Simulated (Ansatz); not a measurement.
A geometry relaxed with Ansatz (a first-principles code) with CAM-B3LYP-D3(BJ)/def2-TZVP, charge 0, multiplicity 2:

```xyz
2

H     -0.4875     0.0000     0.0000
O      0.4875     0.0000     0.0000
```

Task: Write the SMILES of this molecule.

Result: `[OH]`
